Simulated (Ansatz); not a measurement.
What does this script print? It uses Ansatz's Python interface.

Script `run_dimer.py`:
```python
from dataclasses import dataclass

import ansatz as az


@dataclass(frozen=True)
class Options:
    basis_set: str = 'def2-SVP'
    method: str = 'mp2'


settings = Options()

FIRST = [
    ('C', (-0.0813, -0.0731, -0.0287)),
    ('S', (1.3489, 0.477, 0.5364)),
    ('H', (-1.034, -0.1756, 0.6036)),
    ('H', (-0.2337, -0.2282, -1.1112)),
]
SECOND = [
    ('C', (-2.6809, 0.4514, 1.9875)),
    ('S', (-3.3927, 0.9149, 3.3824)),
    ('H', (-2.3367, -0.6194, 1.7579)),
    ('H', (-2.6405, 1.1383, 1.124)),
]

def energy(atoms, ghosts=()):
    molecule = az.Crystal.molecule()
    for symbol, xyz in atoms:
        molecule = molecule.atom(symbol, xyz)
    calc = (
        molecule.calculation()
        .basis(gaussian=settings.basis_set)
        .correlation(settings.method)
    )
    deck = calc.input()
    if ghosts:
        deck = deck.set(az.key.basis.gaussian.ghost_atoms, [{'symbol': s, 'position_ang': list(xyz)} for s, xyz in ghosts])
    return az.Session.from_dict(deck).plan().execute().report['free_energy_ev']

both = energy(FIRST + SECOND)
alone = energy(FIRST) + energy(SECOND)
ghosted = energy(FIRST, SECOND) + energy(SECOND, FIRST)
print(f'dimer {both:.6f} eV')
print(f'interaction, uncorrected   {23.060548 * (both - alone):8.3f} kcal/mol')
print(f'interaction, counterpoise  {23.060548 * (both - ghosted):8.3f} kcal/mol')
print(f'basis-set superposition    {23.060548 * (alone - ghosted):8.3f} kcal/mol')
```

Output of `python run_dimer.py`:
```text
dimer -23762.469951 eV
interaction, uncorrected      2.715 kcal/mol
interaction, counterpoise     3.725 kcal/mol
basis-set superposition       1.010 kcal/mol
```

Uncorrected it is 2.715 kcal/mol, with the counterpoise correction 3.725 kcal/mol; the difference, 1.01 kcal/mol, is the superposition error. In this basis both values are repulsive.

Total energies depend on the basis set; only differences at equal settings carry meaning. The dimer is a generated trial pose of unrelaxed monomers, not a minimum, so the figure is no binding energy, and the basis set is small. It ran for 2.5 s on 1 thread of Arm Neoverse V2, on a shared host, peak memory 0.21 GiB.
